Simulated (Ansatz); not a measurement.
The reference is Ta in the bcc (W type) structure (space group Im-3m, No. 229; a = 3.282 Å).

Level of theory: PBEsol (Ansatz, a quantum-chemistry and plane-wave program), no spin-orbit coupling, earlier PAW set.

One thing is altered: every Ta is replaced by W, then cell and atoms are relaxed.

Measured lattice parameter a: Ta 3.299 Å (static lattice; corrected from measurement; as listed in Daniel Mejia-Rodriguez, S. B. Trickey, Phys. Rev. B (2018)); W 3.16 Å (static lattice; corrected from measurement; as listed in Daniel Mejia-Rodriguez, S. B. Trickey, Phys. Rev. B (2018)).

Task: How well does PBEsol reproduce the measured shift?

Result: With PBEsol the lattice parameter a moves by -0.127 Å (3.282 → 3.154) against -0.139 Å measured.

Stability against distortions was not tested. All final runs are without spin polarisation.
